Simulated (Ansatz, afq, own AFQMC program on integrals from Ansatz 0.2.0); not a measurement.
SiH$_{2}$O, singlet: AFQMC among the cluster methods

| atom | x (Å) | y (Å) | z (Å) |
| --- | --- | --- | --- |
| Si | 0.0000 | -0.0600 | 0.6085 |
| O | 0.0000 | 0.0672 | -1.0440 |
| H | 0.0000 | 1.3837 | 1.1198 |
| H | 0.0000 | -0.7768 | -1.5033 |

Connectivity, by distances: SiH–OH.

Basis cc-pVDZ. Noble-gas cores (and the filled d shells of Ga–Kr and In–Xe) are frozen. Ansatz 0.2.0 and our own AFQMC program on the same integrals; the CISD trial comes from CCSD amplitudes, and released means the phaseless constraint is let go. Free projection: walkers drawn from exp(T), propagated without any constraint. Its projection time is finite, and what remains of the start isn't in its error. Error bars are statistical, one sigma.

Determinant: UHF, the one that the program's search chose, which needn't be the lowest solution. The geometry is a point of a scan.

No full CI on the walks' own integrals is used here; CCSDT(Q) serves as the reference and is uncertain by about the last step of the cluster series.

Cautions: an unrestricted solution with more broken spin lies lower (29 meV, ⟨S²⟩ 0.22), while this determinant keeps restricted orbitals; the ph-AFQMC/HF walk drifts between its halves (2.1 errors).

```
T1 diagnostic                               : 0.0178
weight of the determinant in the CISD state : 0.878
⟨S²⟩ of the determinant                     : 0.000
size of the correlated space                : 12 electrons in 36 orbitals
```

Reference: CCSDT(Q), correlation energy -8.349 eV. The released energy is read at 2.40 1/Eh (meV from the phaseless value at times in 1/Eh: 20 ± 17 at 0.24, 16 ± 19 at 0.51, 12 ± 15 at 0.99, 27 ± 21 at 1.62, 30 ± 19 at 2.40).

```
         level  E − E(reference) (kJ/mol)  share of correlation (%)
            HF                      805.6                      0.00
           MP2                       85.4                     89.40
          CCSD                       22.9                     97.16
       CCSD(T)                        3.9                     99.51
         CCSDT                        2.2                     99.72
   ph-AFQMC/HF                -16.4 ± 8.0                    102.03
 ph-AFQMC/CISD                 -2.9 ± 1.5                    100.35
released AFQMC                  0.0 ± 1.9                     99.99
    free AFQMC                  1.7 ± 2.4                     99.79
```

Free projections are given only where their last times agree within the noise and don't stop above the reference; a slow remainder of the start can still hide under it. A walk keeps the symmetry of its determinant, which the program's search chose and which needn't be the lowest solution, so a lower state of the same spin and another symmetry isn't excluded. Released energies are given only where the last usable release times agree within the noise; a slower fall can still hide under it.
